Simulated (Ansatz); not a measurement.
A made-up structure of CH$_{5}$BN, doublet:

| atom | x (Å) | y (Å) | z (Å) |
| --- | --- | --- | --- |
| B1 | -0.0787 | 0.1838 | -0.4448 |
| N2 | -1.4306 | 0.3492 | -0.6034 |
| C3 | 0.6016 | -0.3349 | 0.7240 |
| H4 | -1.8822 | 0.7180 | -1.4403 |
| H5 | 0.6330 | 0.4723 | -1.3009 |
| H6 | -0.1408 | -0.5822 | 1.4820 |
| H7 | 1.1684 | -1.2391 | 0.4840 |
| H8 | 1.2919 | 0.4040 | 1.1412 |

It is relaxed with PBE-D4/def2-SVP and then PBE0-D4/def2-TZVP (Ansatz 0.2.0). Atoms count as bonded within 1.22 times the sum of their covalent radii (H–H: 0.88 Å). The end point is not checked to be a true minimum.

Problem. Does its bonding change? (Judge from chemistry; the calculation decides.)

Solution. The calculation gives: No: no bond forms or breaks.

Where it ends: The first stage lowers the energy by 0.67 eV in 7 steps. It ends as CH₅BN ([CH3][BH][NH]):
B1  (-0.021, 0.191, -0.554)
N2  (-1.335, 0.267, -0.855)
C3  (0.590, -0.356, 0.791)
H4  (-2.094, 0.817, -1.211)
H5  (0.716, 0.513, -1.467)
H6  (-0.162, -0.620, 1.535)
H7  (1.208, -1.236, 0.585)
H8  (1.261, 0.396, 1.218)
(Å)

Labels in which every atom is bracketed show which atoms are joined, not bond orders.

For scale, one of the runs: PBE0-D4/def2-TZVP relaxation, 123 basis functions, launched by `ansatz run in.yaml --threads 2 --pin off --events-out ev --progress --plain --max-ram 4352MiB`. The run took about 48 s on 2 CPU threads of an Arm Neoverse V1 (shared host).
